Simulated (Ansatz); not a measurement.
# Pulling the pair apart

The pair of HF (SMILES F, atoms 1–2) and HCN (SMILES C#N, atoms 3–5), both closed shells, in one local arrangement (a lower one may exist), relaxed at PBE0-D4/def2-TZVP:

F1  (0.092, -0.102, -2.498)
H2  (0.057, -0.064, -1.565)
C3  (-0.051, 0.056, 1.378)
N4  (-0.009, 0.010, 0.238)
H5  (-0.090, 0.100, 2.446)
(Å)

HCN is shifted rigidly along the line between the mean atom positions of the two fragments (negative: closer). Counterpoise interaction energies in kcal/mol. Program: Ansatz 0.2.0. Basis: def2-TZVPPD. Cores are frozen in the correlated methods.

```csv
shift (Å),r2SCAN-D4,HF,wB97M-V
-0.18,-7.01,-4.13,-6.34
-0.09,-7.67,-5.37,-7.23
0.00,-7.86,-6.02,-7.58
0.09,-7.75,-6.28,-7.58
0.22,-7.30,-6.24,-7.22
0.45,-6.10,-5.55,-6.10
0.90,-3.98,-3.91,-4.00
1.81,-1.82,-1.93,-1.85
```

Q: What does CCSD(T) give at these shifts? (To be estimated.)

A: Computed: -5.87, -6.82, -7.23, -7.27, -6.98, -5.97, -3.99, -1.84 kcal/mol. For zero shift, CCSD(T) at an estimated basis limit (MP2 extrapolated from triple and quadruple zeta, plus CCSD(T) − MP2 in triple zeta) gives -7.58 kcal/mol. These are counterpoise interaction energies, counted from the two frozen fragments.

T1 diagnostic: at most 0.013.

For scale, one of the runs: CCSD(T)/def2-TZVPPD, 148 basis functions, launched by `ansatz run in.yaml --threads 2 --pin off --events-out ev --progress --plain --max-ram 5222MiB`. The run took 9 s on 2 CPU threads of an Intel Xeon Platinum 8375C (shared host), with 0.99 GiB of host memory at its peak.
